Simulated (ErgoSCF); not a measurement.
# BH3O2 (SMILES OBO): levels of theory compared

We compute a comparison of 6 runs (HF/STO-3G, HF/3-21G, HF/def2-SVP, B3LYP/6-31G*, PBE0/def2-SVP, PBE0/6-311+G**) of BH3O2. 

The calculation is run with ErgoSCF 3.8.

## 1. The structure to begin with

BH3O2 has 6 atoms, charge 0, and is taken as a singlet. As SMILES, `OBO`. The coordinates come from a PBE0-D4/def2-TZVP relaxation. This is one conformer, not always the lowest.

Bond lengths: O1–B2 1.356 Å, B2–O3 1.356 Å, O1–H4 0.958 Å, B2–H5 1.204 Å, O3–H6 0.958 Å. Angles: O1–B2–O3 116.8°, O1–B2–H5 121.6°, O3–B2–H5 121.6°, B2–O1–H4 112.7°, B2–O3–H6 112.7°.

## 2. The energy at HF/STO-3G (run 1)

run.inp

```
set_nthreads(1)
tmpdir = "."
scf.output_mulliken_pop = 1
scf.max_number_of_iterations = 120
scf.use_diagonalization = 1
spin_polarization = 0
basis = "STO-3G"
molecule_inline
O     -2.22269587    -0.99116135    -0.47583304
B      0.09354144     0.05310130    -0.13776103
O      1.09717499    -0.10166727     2.21570388
H     -2.82457364    -0.81919628    -2.17431888
H      1.20526732     1.06882910    -1.84456167
H      2.73103220     0.66915202     2.32965437
EOF
run "HF"
```

The basis set STO-3G is read from a file made from the Basis Set Exchange's data (not shown).

On the command line:

```
$ ergo < run.inp
```

The program printed:

```text
[...]
INSC SCF_general constructor, number of basis functions: 18
[...]
INSC Energy   1 =       -143.19488898940
[...]
INDE E_LUMO =          0.35780185313
[...]
INSC Energy  11 =       -173.88577753926  ( diff     -0.000000000000398 )
[...]
RESC CONVERGED after  11 iterations.
RESC FINAL ENERGY:       -173.88577753926
[...]
INSC SCF: dipole_moment_x [atomic units] =       0.39174258
INSC SCF: dipole_moment_y [atomic units] =       0.35785600
INSC SCF: dipole_moment_z [atomic units] =      -0.60160131
[...]
```

Wall time 0.97 s (1 thread of AMD EPYC 7B13 (Zen 3), shared host); peak memory 0.26 GiB.

## 3. A single-point energy at HF/3-21G (run 2)

molecule.xyz

```xyz
6
BH3O2
O     -1.176200    -0.524500    -0.251800
B      0.049500     0.028100    -0.072900
O      0.580600    -0.053800     1.172500
H     -1.494700    -0.433500    -1.150600
H      0.637800     0.565600    -0.976100
H      1.445200     0.354100     1.232800
```

run.inp

```
set_nthreads("env")
scf.max_number_of_iterations = 120
charge = 0
basis = "3-21G"
scf.output_mulliken_pop = 1
tmpdir = "."
scf.use_diagonalization = 1
molecule "molecule.xyz"
run "HF"
```

The basis set 3-21G is read from a file made from the Basis Set Exchange's data (not shown).

On the command line:

```
$ ergo < run.inp
```

The program printed:

```text
[...]
INSC SCF_general constructor, number of basis functions: 33
[...]
INSC Energy   1 =       -106.59471142970
[...]
INDE E_LUMO =          0.20365986502
[...]
INSC Energy  12 =       -175.27813218888  ( diff     -0.000000000010573 )
[...]
RESC CONVERGED after  12 iterations.
RESC FINAL ENERGY:       -175.27813218888
[...]
INSC SCF: dipole_moment_x [atomic units] =       0.60831757
INSC SCF: dipole_moment_y [atomic units] =       0.55570484
INSC SCF: dipole_moment_z [atomic units] =      -0.93413677
[...]
```

It took 1.2 s on 1 thread of AMD EPYC 7B13 (Zen 3), shared host; peak memory 0.26 GiB.

Runs 3 to 5 aren't shown in full; the table further down has their settings and results.

## 4. A single-point energy at PBE0/6-311+G(d,p) (run 6)

job.ego

```
# PBE0 on BH3O2
set_nthreads(1)
XC.sparse_mode = 0
XC.radint = 1e-11
scf.output_mulliken_pop = 1
basis = "6-311+G**"
scf.max_number_of_iterations = 120
scf.use_diagonalization = 1
tmpdir = "."
XC.angint = 41
charge = 0
molecule_inline
O     -2.22269587    -0.99116135    -0.47583304
B      0.09354144     0.05310130    -0.13776103
O      1.09717499    -0.10166727     2.21570388
H     -2.82457364    -0.81919628    -2.17431888
H      1.20526732     1.06882910    -1.84456167
H      2.73103220     0.66915202     2.32965437
EOF
run "PBE0"
```

The basis set 6-311+G** is read from a file made from the Basis Set Exchange's data (not shown).

On the command line:

```
$ ergo job.ego
```

The program printed:

```text
[...]
INDF Weighted mixed functional:
[...]
INSC Energy   1 =        -76.99882566618
[...]
INDE E_LUMO =          0.00369684486
[...]
INSC Energy  15 =       -177.05976978750  ( diff     -0.000000000000796 )
[...]
RESC CONVERGED after  15 iterations.
RESC FINAL ENERGY:       -177.05976978750
[...]
INSC SCF: dipole_moment_x [atomic units] =       0.47247207
INSC SCF: dipole_moment_y [atomic units] =       0.43162842
INSC SCF: dipole_moment_z [atomic units] =      -0.72555826
[...]
```

Wall time 28 s (1 thread of AMD EPYC 7B13 (Zen 3), shared host); peak memory 0.26 GiB.

## 5. All runs side by side

```tsv
run	level	integration grid	radint	energy (Eh)	dipole moment (D)	wall time
1	HF/STO-3G	–	–	-173.885778	2.04	0.97 s
2	HF/3-21G	–	–	-175.278132	3.17	1.2 s
3	HF/def2-SVP	–	–	-176.125784	2.66	9.6 s
4	B3LYP/6-31G* (spherical functions)	Turbo	1e-11	-177.188732	2.22	13 s
5	PBE0/def2-SVP	Turbo	1e-11	-176.869759	2.22	12 s
6	PBE0/6-311+G**	Turbo	1e-11	-177.059770	2.46	28 s
```

## 6. Outcome

| quantity | value |
| --- | --- |
| run 6: total energy | -177.05977 Eh |
| run 6: dipole moment | 2.46 D |

In words: The dipole moment (its size) runs from 2.04 D (HF/STO-3G) to 3.17 D (HF/3-21G). Totals of different functionals can't be ranked against each other. In run 1 the basis is minimal, so the values are rough. All runs together took 64 s, the longest 28 s.
